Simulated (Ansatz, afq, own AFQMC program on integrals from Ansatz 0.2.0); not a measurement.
AFQMC on a folder of integrals that Ansatz 0.2.0 wrote.

```yaml
crystal:
  periodic: [false, false, false]
  atoms:
    - {symbol: B, position_ang: [-2.059248, 0.000000, 0.000000]}
    - {symbol: H, position_ang: [-2.655982, 1.033571, 0.000000]}
    - {symbol: H, position_ang: [-2.655982, -1.033571, 0.000000]}
    - {symbol: H, position_ang: [-0.555248, 0.000000, 0.000000]}
    - {symbol: Cl, position_ang: [0.794752, 0.000000, 0.000000]}
basis:
  gaussian: {orbitals: cc-pVTZ}
magnetization: {spin_polarized: true, initial_magnetization: 1}
correlation: {method: ccsd_t, electrons: outside_noble_gas, hamiltonian_folder: ham}
```

```sh
$ ansatz run in.yaml --threads 1 --pin off --events-out ev --progress --plain --max-ram 24576MiB --backend cuda --devices 0, --max-vram 18GiB
```

afq runs on the folder ham with

```
--method phaseless --trial hf --walkers 900 --populations 10 --least-time 40 --time-step 0.005 --steps-per-block 20 --equilibration-blocks 112 --max-blocks 4000 --target-error 0.001050 --factor-cut 1e-05 --start spin_pure --seed 4177 --taylor-order 6
```

Times are imaginary, in 1/Eh. The walk had a cap of 92 s. With eight or more populations the least sampling time is a fifth of least-time, and the error comes from their spread.

```
orbitals 100  electrons 7 6  factors 594 of 601
reference energy -485.85114695 Eh
CCSD correlation -0.33537642 Eh in 11 cycles, weight of the determinant in the CISD state 0.8719
energy of the start -485.851689 Eh
 block  time / (1/Eh)  mean weight  energy / Eh
     1     0.100  1.0013  -485.938652
     2     0.200  1.0022  -485.998914
     3     0.300  1.0022  -486.044753
     4     0.400  1.0026  -486.077144
     5     0.500  1.0022  -486.102719
     9     0.900  1.0006  -486.146395
    33     3.300  1.0000  -486.199318
    65     6.500  1.0008  -486.208805
    97     9.700  0.9997  -486.196305
   129    12.900  0.9995  -486.191794
   137    13.700  1.0000  -486.186776
   161    16.100  1.0009  -486.196972
   193    19.300  0.9997  -486.192893
   225    22.500  1.0005  -486.197696
   257    25.700  0.9981  -486.201518
   289    28.900  1.0007  -486.191874
   321    32.100  1.0001  -486.190931
error from the spread of 10 populations
energy -486.198132 +/- 0.000994 Eh
(rows thinned)
```

Estimate how long the walk took on 1 × NVIDIA H100 80GB HBM3 with 2 threads of AMD EPYC 7R13 Processor (Zen 3), on a shared host (the card was shared).

29 s of wall time.

The run passed its tests (sampling time, drift between the halves within three errors, error under three times the target), which doesn't prove that it has relaxed.

Against this walk (error 27.0 meV) on the same determinant: CCSD(T) 5.1 meV higher (within the noise), the released energy of a separate walk with a CISD trial 39.1 ± 28.0 meV lower (within the noise), a separate phaseless walk with a CISD trial and standard settings 26.2 ± 27.5 meV lower (within the noise). The error is statistical and leaves out the bias of the constraint.

Cautions: constraint bias not in the error.

A walk keeps the symmetry of its determinant, which the program's search chose and which needn't be the lowest solution, so a lower state of the same spin and another symmetry isn't excluded.
